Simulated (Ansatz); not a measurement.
Input file:

```yaml
crystal:
  periodic: [false, false, false]
  atoms:
    - {symbol: Cl, position_ang: [0.000000, 0.000000, -1.354667]}
    - {symbol: H, position_ang: [0.000000, 0.000000, 0.093333]}
    - {symbol: H, position_ang: [0.000000, 0.000000, 1.261333]}
basis:
  gaussian: {orbitals: 6-31G}
magnetization: {spin_polarized: false, initial_magnetization: 1}
correlation: {method: fic_mrcisd_q, electrons: outside_noble_gas, active_space: {window: {electrons: 9, orbitals: 6}, shells: [{species: Cl, l: s, shell: 3}, {species: Cl, l: p, shell: 3}, {species: H, l: s, shell: 1}]}}
```

```sh
$ ansatz run in.yaml --threads 1 --pin off --events-out ev --progress --plain --max-ram 2393MiB
```

Roughly how long does this take on 1 thread of Arm Neoverse V1, shared host, and how much host memory?

0.54 s wall and 0.08 GiB.

```
316 factors; integrals over basis functions are off by at most 6.0e-8 eV
mean field evaluation 1: about -12530.4912 eV, gradient 1.0e1 eV
mean field evaluation 2: about -12530.4927 eV, gradient 1.0e1 eV
mean field evaluation 4: about -12531.2148 eV, gradient 1.5e0 eV
mean field evaluation 8: about -12531.2674 eV, gradient 1.9e-4 eV
mean field evaluation 16: about -12528.8174 eV, gradient 5.3e-5 eV
mean field -12531.26737497 eV, -460.5155820320 hartree, gradient 2.0e-6 eV, S^2 0.750000; 3 other end points of the search recorded, 0 dependent functions left out
reference -12531.26737497 eV, -460.5155820320 hartree; 10, 9 occupied and 7, 8 virtual orbitals, 316 factors
state -12532.03660692 eV, -460.5438507848 hartree
contracted CI cycle   1: correlation 0.00000000 eV, 0.0000000000 hartree, residual 7.97e0 eV
contracted CI cycle   2: correlation -1.06064974 eV, -0.0389781591 hartree, residual 1.53e0 eV
contracted CI cycle   3: correlation -1.10666895 eV, -0.0406693337 hartree, residual 3.37e-1 eV
contracted CI cycle   4: correlation -1.10899424 eV, -0.0407547866 hartree, residual 7.48e-2 eV
contracted CI cycle   5: correlation -1.10911242 eV, -0.0407591297 hartree, residual 1.40e-2 eV
contracted CI cycle   6: correlation -1.10911577 eV, -0.0407592529 hartree, residual 2.89e-3 eV
contracted CI cycle   7: correlation -1.10911592 eV, -0.0407592582 hartree, residual 5.29e-4 eV
state -12532.03660692 eV, -460.5438507848 hartree; corrected -12533.16857769 eV, -460.5854499433 hartree
Total energy: -12533.16857769 eV, -460.5854499433 hartree
Checks for a lower state left out: starts, orbital_swaps
```

For the same geometry and basis full CI lies 14.8 meV lower.
